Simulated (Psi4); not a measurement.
**UHF/def2-SV(P) (sweep point 1) run of OF (Oxygen monofluoride)**

Aim: the vertical doublet–quartet gap of OF (Oxygen monofluoride) at UHF/def2-SV(P) (sweep point 1), from 2 runs. 

The results are computed with Psi4 1.11.

**1. The structure to begin with**

OF has 2 atoms, charge 0, and is taken as a doublet. SMILES: `[O]F`. Geometry: relaxed at GFN2-xTB.

Bond lengths: O1–F2 1.298 Å.

**2. A single-point energy at UHF/def2-SV(P) (sweep point 1)**

Input file calc.in:

```
memory 1.6 GB

molecule geom {
  0 2
  O      0.000000     0.000000     0.000000
  F      0.000000     0.000000     1.298450
  symmetry c1
}

set globals {
  basis def2-SV(P)
  reference uhf
  puream true
  scf_type pk
  maxiter 150
}

e, wfn = energy("scf", return_wfn=True)
```

Started as:

```sh
$ psi4 calc.in calc.out -n 1
```

calc.out, shortened:

```text
[...]
  Running in c1 symmetry.
[...]
  Nuclear repulsion =   29.343262480834841
[...]
  Multiplicity = 2
[...]
  Nalpha       = 9
  Nbeta        = 8
[...]
    Number of basis functions: 28
[...]
   @UHF iter   1:  -173.92315893496240   -6.11940e-01   1.10578e-02 ADIIS/DIIS
[...]
   @UHF iter  12:  -173.97710030955105   -1.10273e-09   3.39126e-07 DIIS
[...]
   @S^2 Observed:                7.586473756E-01
[...]
    Orbital Energies [Eh]
    ---------------------
    Alpha Occupied:
       1A    -26.384529     2A    -20.748437     3A     -1.743229
       4A     -1.287926     5A     -0.846988     6A     -0.802159
       7A     -0.757270     8A     -0.632925     9A     -0.569103
    Alpha Virtual:
      10A      0.270522    11A      0.995866    12A      1.061076
      13A      1.113485    14A      1.117001    15A      1.423397
      16A      1.434884    17A      1.447817    18A      1.857998
      19A      2.610619    20A      2.657112    21A      2.795328
      22A      2.798763    23A      3.005818    24A      3.395098
      25A      3.395125    26A      3.776096    27A      3.803394
[...]
  @UHF Final Energy:  -173.97710030955105
   => Energetics <=
    Nuclear Repulsion Energy =             29.3432624808348415
    One-Electron Energy =                -300.1400164844341134
    Two-Electron Energy =                  96.8196536940482417
    Total Energy =                       -173.9771003095510480
  UHF NO Occupations:
  HONO-2 :    7  A 1.9992159
  HONO-1 :    8  A 1.9974203
[...]
 Multipole Moments:
 ------------------------------------------------------------------------------------
     Multipole            Electronic (a.u.)      Nuclear  (a.u.)        Total (a.u.)
 ------------------------------------------------------------------------------------
 L = 1.  Multiply by 2.5417464519 to convert [e a0] to [Debye]
 Dipole X            :          0.0000000            0.0000000            0.0000000
 Dipole Y            :          0.0000000            0.0000000            0.0000000
 Dipole Z            :          0.4425152           -0.5632697           -0.1207545
 Magnitude           :                                                    0.1207545
[...]
```

Run time: 2.2 s. Hardware: 1 thread of Intel Xeon Platinum 8259CL at 2.50GHz (Skylake/Cascade Lake), shared host; peak memory 0.18 GiB.

**3. The quartet, same level**

Input file job.dat:

```
memory 1.6 GB

molecule m {
  0 4
  O      0.000000     0.000000     0.000000
  F      0.000000     0.000000     1.298450
  symmetry c1
}

set globals {
  reference uhf
  puream    true
  scf_type  pk
  maxiter   150
}

E, wfn = energy("hf/def2-SV(P)", return_wfn=True)
```

Started as:

```sh
$ psi4 job.dat job.out -n 1
```

job.out, shortened:

```text
[...]
  Running in c1 symmetry.
[...]
  Nuclear repulsion =   29.343262480834841
[...]
  Multiplicity = 4
[...]
  Nalpha       = 10
  Nbeta        = 7
[...]
    Number of basis functions: 28
[...]
   @UHF iter   1:  -173.75944120382027   -4.48222e-01   9.99195e-03 DIIS/ADIIS
[...]
   @UHF iter  11:  -173.81541062815521   -1.14991e-09   1.58101e-07 DIIS
[...]
   @S^2 Observed:                3.772405680E+00
[...]
    Orbital Energies [Eh]
    ---------------------
    Alpha Occupied:
       1A    -26.302597     2A    -20.776710     3A     -1.787078
       4A     -1.378663     5A     -0.908242     6A     -0.855578
       7A     -0.855578     8A     -0.634610     9A     -0.634610
      10A     -0.370966
    Alpha Virtual:
      11A      0.949957    12A      1.035515    13A      1.036968
      14A      1.036968    15A      1.430943    16A      1.467187
      17A      1.467187    18A      1.837827    19A      2.607936
      20A      2.607936    21A      2.712853    22A      2.712853
      23A      2.957531    24A      3.430447    25A      3.430447
[...]
  @UHF Final Energy:  -173.81541062815521
   => Energetics <=
    Nuclear Repulsion Energy =             29.3432624808348415
    One-Electron Energy =                -300.4467494998941106
    Two-Electron Energy =                  97.2880763909040809
    Total Energy =                       -173.8154106281552060
  UHF NO Occupations:
  HONO-2 :    8  A 1.0000000
  HONO-1 :    9  A 1.0000000
[...]
 Multipole Moments:
 ------------------------------------------------------------------------------------
     Multipole            Electronic (a.u.)      Nuclear  (a.u.)        Total (a.u.)
 ------------------------------------------------------------------------------------
 L = 1.  Multiply by 2.5417464519 to convert [e a0] to [Debye]
 Dipole X            :          0.0000000            0.0000000            0.0000000
 Dipole Y            :          0.0000000            0.0000000            0.0000000
 Dipole Z            :          0.0761391           -0.5632697           -0.4871306
 Magnitude           :                                                    0.4871306
[...]
```

It took 2 s on 1 thread of Intel Xeon Platinum 8259CL at 2.50GHz (Skylake/Cascade Lake), shared host; peak memory 0.18 GiB.

**4. Results**

Level: UHF/def2-SV(P) (sweep point 1).

```
                                        quantity          value
                           doublet: total energy  -173.97710 Eh
                          doublet: dipole moment         0.31 D
     doublet: HOMO energy (highest over α and β)      -14.48 eV
      doublet: LUMO energy (lowest over α and β)        2.46 eV
                                   doublet: ⟨S²⟩          0.759
                           quartet: total energy  -173.81541 Eh
                          quartet: dipole moment         1.24 D
     quartet: HOMO energy (highest over α and β)      -10.09 eV
      quartet: LUMO energy (lowest over α and β)        2.75 eV
                                   quartet: ⟨S²⟩          3.772
vertical energy of the quartet above the doublet       4.400 eV
```

At this shape the quartet lies 4.40 eV (101 kcal/mol) above the doublet.
